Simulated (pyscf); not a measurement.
PySCF, gas phase, ωB97X-D3(BJ)/def2-SVP geometries. MP2 and CC: frozen core, UHF for open shells. ΔMP2 is the change of the MP2 total energy from the triple- to the quadruple-zeta basis.

Question: Estimate by transition-state theory the rate constant of HO–AlH₂ (SMILES [OH][AlH2]) + H₂B–F (SMILES BF) → H₂B–O–AlH₂ (SMILES B[O][AlH2]) + HF (SMILES F) (singlet surface; H–O, B–F broken, B–O, F–H formed) at 600 K, with CCSD(T)/def2-TZVPP + ΔMP2(QZVPP) energies (ideal gas, 1 atm, RRHO with modes under 100 cm⁻¹ raised to 100, one conformer, R ln 2 for chiral ones without a mode under 150 cm⁻¹; no tunnelling).

Answer: The electronic barrier is 11.4 kcal/mol and the thermal terms add +21.7, so ΔG‡ = 33.1 kcal/mol. With k_BT/h = 1.25e+13 s⁻¹ and RT = 1.192 kcal/mol, and a volume of 8.18e-20 cm³ per molecule at 1 atm, k = 9.2e-19 cm³ molecule⁻¹ s⁻¹. Wigner's tunnelling factor for 914i cm⁻¹ would be 1.20. A shift of 1 kcal/mol in the barrier changes k by a factor 2.3. On the reactant side the descent ends in an adduct with a B–O contact, 11.2 kcal/mol under the separated species and 21.6 kcal/mol under the saddle at ωB97X-D3(BJ)/def2-TZVP. What is counted as formed (B–O) is already present as a longer contact in the reactant adduct; forming that adduct is a step of its own. One saddle was located; it need not be the lowest between these sides. The CCSD(T) − MP2 part came from Ansatz, without density fitting, on the same reference.
